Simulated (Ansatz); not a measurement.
Method: frozen-core CCSD(T)/cc-pVTZ // PBE0-D3(BJ)/def2-TZVP (Ansatz, a quantum-chemistry and plane-wave program).

Ansatz 0.2 input:
```yaml
crystal:
  periodic: [false, false, false]
  atoms:
    - { symbol: Cl, position_ang: [-0.828936, 1.526445, 0.00159] }
    - { symbol: B, position_ang: [-0.000025, -0.000055, -0.000006] }
    - { symbol: Cl, position_ang: [-0.907441, -1.481124, 0.000311] }
    - { symbol: Cl, position_ang: [1.736401, -0.045266, -0.001896] }
basis:
  gaussian: { orbitals: cc-pVTZ }
correlation:
  method: ccsd_t
```

Output:

```
Functional definition: HF
796 factors; integrals over basis functions are off by at most 5.5e-4 eV
mean field evaluation 1: about -38186.0033 eV, gradient 1.9e1 eV
mean field evaluation 2: about -38186.3975 eV, gradient 2.1e1 eV
mean field evaluation 4: about -38187.7451 eV, gradient 2.2e0 eV
mean field evaluation 8: about -38187.7860 eV, gradient 9.4e-2 eV
mean field evaluation 16: about -38186.8615 eV, gradient 1.1e1 eV
mean field -38187.78611083 eV, -1403.3752549620 hartree, gradient 8.5e-6 eV, S^2 0.000000; 0 other end points of the search recorded, 0 dependent functions left out
16 core orbitals not correlated
reference -38187.78611083 eV, -1403.3752549620 hartree; 12, 12 occupied and 104, 104 virtual orbitals, 796 factors
second order -17.91973608 eV of doubles, -0.00000000 eV of singles
cycle   1  -18.64593662 eV  change   -7.3e-1 eV  update   8.6e-2
cycle   2  -19.01816986 eV  change   -3.7e-1 eV  update   2.3e-2
cycle   3  -19.10037436 eV  change   -8.2e-2 eV  update   1.3e-2
cycle   4  -19.09065170 eV  change    9.7e-3 eV  update   3.5e-3
cycle   5  -19.08961237 eV  change    1.0e-3 eV  update   1.3e-3
cycle   6  -19.08950402 eV  change    1.1e-4 eV  update   2.9e-4
cycle   7  -19.08947293 eV  change    3.1e-5 eV  update   7.7e-5
cycle   8  -19.08950689 eV  change   -3.4e-5 eV  update   1.8e-5
cycle   9  -19.08950798 eV  change   -1.1e-6 eV  update   4.7e-6
perturbative correction -0.86310410 eV, -0.0317184906 hartree
Total energy: -38207.73872292 eV, -1404.1084999317 hartree
```

Cost: roughly 18 core-seconds.
